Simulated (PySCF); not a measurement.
# Protonation sites of sulfur dioxide

Molecule: sulfur dioxide, `O=S=O` (O2S). Optimised structure (Å), atoms numbered from 1:
```
O    -1.2411   -0.0745    0.2278
S     0.0085    0.1450   -0.4820
O     1.2564   -0.0752    0.2305
```

These are calculated values, ωB97X-D3(BJ)/def2-TZVP in PySCF (grid level 2) at geometries from PBE0-D3(BJ)/def2-SVP. ωB97X-D3(BJ) is ωB97X-V with D3(BJ) in place of VV10. Zero-point and thermal terms (298.15 K, 1 bar) come from unscaled PBE0-D3(BJ)/def2-SVP harmonic frequencies, with soft modes damped to free rotors in the entropy.

| site | product | PA / kJ/mol | GB / kJ/mol | gas share |
| --- | --- | --- | --- | --- |
| O1 (oxygen on the chalcogen) | `O=S=[OH+]` | 649 | 620 | > 99.9 % |
| S2 (sulfur bonded to oxygen) | `O=[SH+]=O` | 474 | 442 | < 0.1 % |

PA is −ΔH and GB is −ΔG of B + H⁺ → BH⁺ in the gas phase. Shares are Boltzmann weights among the listed products; an error of 10 kJ/mol changes a ratio about 56-fold.

Of the listed sites O1 (oxygen on the chalcogen) is favoured in the gas phase, 178 kJ/mol ahead of S2 in free energy.

Measured values (NIST Chemistry WebBook, evaluated or the median of agreeing entries): proton affinity (−ΔH) 672 kJ/mol (computed 649, difference -23); gas-phase basicity (−ΔG) 643 kJ/mol (computed 620, difference -24). These are compared with the most favourable site that keeps the skeleton.

Differences come from unrounded values, so a last digit can differ from that of the printed terms.
